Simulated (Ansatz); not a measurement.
Basis-set extrapolation for C4H8O, SMILES `CC1COC1` (PBE0-D4/def2-TZVP geometry, frozen core, Ansatz). Multiplicity 1, RHF reference.

|  | def2-TZVPP | def2-QZVPP |
| --- | --- | --- |
| HF | -231.038058 | -231.048793 |
| MP2 correlation | -0.917685 | -0.979143 |
| CCSD(T) correlation | -0.997627 | not run |

Energies in hartree. Use E(X) = E(∞) + A·exp(−7.88·√X) for Hartree–Fock and E(X) = E(∞) + B·X^(−2.97) for correlation, with X = 3 and 4, and add CCSD(T) minus MP2 of the smaller set to the MP2 limit.

Question: What is the CCSD(T) energy at the basis-set limit?

Answer: HF limit: -231.048793 + (-0.010735) × 0.13774 = -231.05027. MP2 limit: -0.979143 + (-0.061458) × 0.74074 = -1.02467. Higher-order term: -0.997627 − (-0.917685) = -0.07994. Total: -232.15488 hartree, 3.24 eV below CCSD(T)/def2-TZVPP.
